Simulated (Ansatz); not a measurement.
**SrNb: from a trial structure to a relaxed crystal**

Computed with DFT PBE, scalar-relativistic, plane waves, PAW in Ansatz. Cutoff 420 eV, Γ-centred k mesh, Gaussian smearing, no spin polarisation in the final step.

SrNb was placed on the rock salt structure type (Fm-3m, No. 225), with Sr in place of Na, Nb in place of Cl, at a guessed volume.

```
Sr Nb
1.0
     0.00000    2.90837    2.90837
     2.90837    0.00000    2.90837
     2.90837    2.90837    0.00000
Sr Nb
1 1
Direct
  0.00000 0.00000 0.00000
  0.50000 0.50000 0.50000
```

Cell and atoms relax at zero pressure; the relaxation can't lower the symmetry of the start. After a coarse first stage the cell is made exact in the group found at 0.06 Å.

Energies over the elements count from the elements' standard structures at the same level, with no empirical corrections.

Q: Which crystal results?

A: It keeps Fm-3m (No. 225). The result has the rock salt structure. Conventional cell: a = 6.294 Å. Sr has 6 Nb at 3.15 Å; Nb has 6 Sr at 3.15 Å.

Space group Fm-3m (No. 225). a = 6.294 Å, b = 6.294 Å, c = 6.294 Å, α = 90.00°, β = 90.00°, γ = 90.00°
| atom | site | symmetry | x | y | z |
| --- | --- | --- | --- | --- | --- |
| Sr | 4a | m-3m | 0.0000 | 0.0000 | 0.0000 |
| Nb | 4b | m-3m | 0.5000 | 0.0000 | 0.0000 |

Q: What are its volume, energy, density and gap?

A: The volume per atom is 31.17 Å³, the density is 4.81 g/cm³ and the energy over the elements is 2.19 eV/atom. The gap on the 16×16×16 mesh is 0 eV (a metal).

The final run used a 16×16×16 mesh on its 2-atom cell and 0.10 eV smearing. The k mesh leaves about 4 meV/atom of noise in metals. Symmetry constrained the relaxation, so the result can be a saddle point. The steps took about 27 core-seconds in all.

Cost: 3 runs of about 0.45 core-minutes in all, on Intel Xeon Processor @ 2.70GHz (shared hosts).